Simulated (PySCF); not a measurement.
**One molecule, many functionals**

Compound: 1,3-dichloropropane, C3H6Cl2.
Bonds: Cl1–C2, C2–C3, C3–C4, C4–Cl5. Hydrogens: H6, H7 on C2; H8, H9 on C3; H10, H11 on C4.

Linear-response calculations in the def2-SVPD basis (PySCF; singlets by full response, triplets Tamm–Dancoff, core orbitals frozen in the response; HF means time-dependent Hartree–Fock). 'Strongest' is the level of largest summed f among the singlets computed (10 roots, of which the last may lack a degenerate partner); it can jump between rows when another state enters that window. S1 is the lowest singlet of each run and needn't be the same state throughout; f(S1) is that of one state. Isolated species at its PBE0-D3(BJ)/def2-SVP geometry (one conformer only).

| functional | kind | S1 (eV) | f(S1) | strongest (eV) | T1 (eV) | HOMO (eV) | gap (eV) | ionisation energy, ΔSCF (eV) |
| --- | --- | --- | --- | --- | --- | --- | --- | --- |
| LDA | LDA | 6.53 | 0.001 | 7.19 | 6.28 | -7.17 | 6.43 | 10.06 |
| PBE | GGA | 6.62 | 0.001 | 7.18 | 6.28 | -7.10 | 6.54 | 9.96 |
| B3LYP | global hybrid, 20% exact exchange | 7.21 | 0.005 | 7.88 | 6.58 | -8.24 | 8.41 | 10.43 |
| PBE0 | global hybrid, 25% exact exchange | 7.36 | 0.004 | 8.18 | 6.66 | -8.50 | 8.96 | 10.51 |
| BHandHLYP | global hybrid, 50% exact exchange | 7.68 | 0.004 | 8.68 | 6.95 | -9.78 | 10.88 | 10.91 |
| CAM-B3LYP | range-separated hybrid | 7.40 | 0.004 | 8.36 | 6.72 | -9.90 | 11.16 | 10.86 |
| wB97X-D | range-separated hybrid | 7.48 | 0.004 | 8.63 | 6.82 | -10.40 | 12.56 | 10.84 |
| HF | Hartree–Fock | 8.35 | 0.004 | 9.61 | 7.48 | -11.83 | 14.52 | not settled |

Q: What does LC-wPBE (range-separated hybrid) give?

A: S1 (eV) 7.64, f(S1) 0.002, strongest (eV) 9.07, T1 (eV) 6.86, HOMO (eV) -11.33, gap (eV) 13.72, ionisation energy, ΔSCF (eV) 11.30. S1 runs from 6.53 eV (LDA) to 8.35 eV (HF), a spread of 1.82 eV, while the orbital gap spreads over 8.1 eV. Along PBE (0%), B3LYP (20%), PBE0 (25%), BHandHLYP (50%), HF (100%) S1 rises with the share of exact exchange. −ε(HOMO) comes closest to its own ΔSCF ionisation energy with LC-wPBE (+0.03 eV) and misses most with LDA (-2.89 eV). 'Not settled' means that the ion's SCF failed to converge or may have ended in another state than the lowest.
